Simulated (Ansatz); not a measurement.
# Si2HCl (SMILES [SiH]#[Si]Cl): one structure at several levels

The atoms stand at a structure displaced at random from a GFN2-xTB minimum. How far do the functionals agree with CCSD(T) there?

Computed with Ansatz 0.2.0, Gaussian basis. Level: single points in def2-TZVPP.

Correlated methods freeze the cores.

## 1. The system as given

SMILES `[SiH]#[Si]Cl`, 4 atoms, charge 0, spin multiplicity 1.

Atoms are counted from 1 here; the program's logs count them from 0.

Bond lengths: Si1–Si2 2.272 Å, Si1–H4 1.263 Å, Si2–Cl3 2.256 Å. Angles: Si2–Si1–H4 169.5°, Si1–Si2–Cl3 93.8°.

Geometry (Å):

```tsv
atom	x (Å)	y (Å)	z (Å)
Si1	-0.6358	0.2144	-0.8243
Si2	0.6202	-1.3387	0.2577
Cl3	1.5156	0.1619	1.6849
H4	-1.2800	1.2149	-1.2478
```

## 2. CCSD(T)/def2-TZVPP

Contents of run/in.yaml:

```yaml
crystal:
  periodic: [false, false, false]
  atoms:
    - {symbol: Si, position_ang: [-0.635800, 0.214400, -0.824300]}
    - {symbol: Si, position_ang: [0.620200, -1.338700, 0.257700]}
    - {symbol: Cl, position_ang: [1.515600, 0.161900, 1.684900]}
    - {symbol: H, position_ang: [-1.280000, 1.214900, -1.247800]}
basis:
  gaussian: {orbitals: def2-TZVPP}
correlation: {method: ccsd_t}
output: {forces: true}
```

The command line of these runs was not kept.

## 3. PBE0-D4/def2-TZVPP

Changes to run/in.yaml since step 2:

```diff
@@ -9,3 +9,3 @@
   gaussian: {orbitals: def2-TZVPP}
-correlation: {method: ccsd_t}
-output: {forces: true}
+hamiltonian: {xc: pbe0, dispersion: d4}
+output: {forces: true, orbitals: {seedname: orbitals}}
```

## 4. wB97M-V/def2-TZVPP

Changes to run/in.yaml since step 3:

```diff
@@ -9,3 +9,3 @@
   gaussian: {orbitals: def2-TZVPP}
-hamiltonian: {xc: pbe0, dispersion: d4}
-output: {forces: true, orbitals: {seedname: orbitals}}
+hamiltonian: {xc: {name: wB97M-V}}
+output: {forces: true}
```

## 5. r2SCAN-D4/def2-TZVPP

Changes to run/in.yaml since step 4:

```diff
@@ -9,3 +9,3 @@
   gaussian: {orbitals: def2-TZVPP}
-hamiltonian: {xc: {name: wB97M-V}}
+hamiltonian: {xc: r2scan, dispersion: d4}
 output: {forces: true}
```

## 6. PBE-D4/def2-TZVPP

Changes to run/in.yaml since step 5:

```diff
@@ -9,3 +9,3 @@
   gaussian: {orbitals: def2-TZVPP}
-hamiltonian: {xc: r2scan, dispersion: d4}
+hamiltonian: {xc: pbe, dispersion: d4}
 output: {forces: true}
```

## 7. revPBE-D4/def2-TZVPP

Changes to run/in.yaml since step 6:

```diff
@@ -9,3 +9,3 @@
   gaussian: {orbitals: def2-TZVPP}
-hamiltonian: {xc: pbe, dispersion: d4}
+hamiltonian: {xc: {name: revPBE}, dispersion: d4}
 output: {forces: true}
```

## 8. HSE06-D4/def2-TZVPP

Changes to run/in.yaml since step 7:

```diff
@@ -9,3 +9,3 @@
   gaussian: {orbitals: def2-TZVPP}
-hamiltonian: {xc: {name: revPBE}, dispersion: d4}
+hamiltonian: {xc: hse06, dispersion: d4}
 output: {forces: true}
```

(Steps that only read results are left out.)

Q: Predict the outcome of this session. Wanted: energy less free atoms, CCSD(T)/def2-TZVPP; RMS force component; RMS force error; HOMO and LUMO, PBE0-D4; T1 diagnostic.

**Answer**, as computed:

```
                                  quantity                                                                                              value
energy less free atoms, CCSD(T)/def2-TZVPP                                                                                      -772.6 kJ/mol
                       RMS force component                                                               2.856 to 2.947 eV/Å over the methods
                           RMS force error  PBE0-D4 0.124, wB97M-V 0.110, r2SCAN-D4 0.092, PBE-D4 0.128, revPBE-D4 0.150, HSE06-D4 0.117 eV/Å
                    HOMO and LUMO, PBE0-D4                                                                                 -5.97 and -3.90 eV
                             T1 diagnostic                                                                                              0.023
```

Against CCSD(T) the functionals' energies less atoms differ by -80.2 to -41.1 kJ/mol, PBE-D4 by -80.2 kJ/mol. A larger basis would deepen the CCSD(T) value, while the functionals are nearly converged already, so the order here is not reliable. For forces r2SCAN-D4 does best and revPBE-D4 worst. Frozen-core CCSD(T) forces in triple zeta carry basis errors of their own, and this is one geometry, so small gaps rank nothing. The restricted Hartree–Fock reference is unstable towards an unrestricted one at one or more of these structures.
